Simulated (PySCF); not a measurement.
Cartesian coordinates (Å):
```xyz
4

Si    -0.0009     0.0007     0.3382
H     -0.7083     1.2258    -0.1170
H      1.4163     0.0004    -0.1091
H     -0.7072    -1.2268    -0.1119
```
Charge 0, spin multiplicity 2.

Q: Give the dipole moment, total energy and highest occupied spin orbital at the level PBE0-D4/def2-TZVP (PySCF).

A: 
| Quantity | Value |
|---|---|
| dipole moment | 0.03 D |
| total energy | -291.1098 Ha |
| highest occupied spin orbital | -6.40 eV |
